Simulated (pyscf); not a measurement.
**Routes from `[SiH3][NH][SiH3]` + `[FH]`**

Candidate steps break at most two bonds and form at most two. Each was searched with GFN2-xTB (tblite) first. Structures and frequencies: ωB97X-D3(BJ)/def2-SVP in PySCF. Energies: ωB97M-D3(BJ)/def2-TZVP, kJ/mol, from the separated reactants, singlet surface; ΔG‡ with ideal gas, 1 atm, RRHO with modes under 100 cm⁻¹ raised to 100, one conformer, R ln 2 for chiral ones without a mode under 150 cm⁻¹.

```json
[
 {"products": "F–SiH₃ + H₂N–SiH₃", "type": "four-centre exchange", "ΔE‡": "41.9", "ΔE": "-76.9", "ΔG‡ 298 K": "85.1", "ΔG‡ 900 K": "179.5", "ν‡ (cm⁻¹)": "739i"},
 {"products": "F–SiH₂–NH–SiH₃ + H₂", "type": "four-centre exchange", "ΔE‡": "97.4", "ΔE": "-139.1", "ΔG‡ 298 K": "137.6", "ΔG‡ 900 K": "229.0", "ν‡ (cm⁻¹)": "1127i"}
]
```

Row 1: On the reactant side the descent ends in a complex, 32.3 kJ/mol under the separated species and 73.5 kJ/mol under the saddle at ωB97X-D3(BJ)/def2-TZVP. On the product side the descent ends in a complex (not fully relaxed), 17.3 kJ/mol under the separated species and 127.8 kJ/mol under the saddle at ωB97X-D3(BJ)/def2-TZVP. 

Plain bond fissions and candidates not yet searched are not listed, and one of them may be faster. Each barrier is that of the saddle found; lower ones may exist.
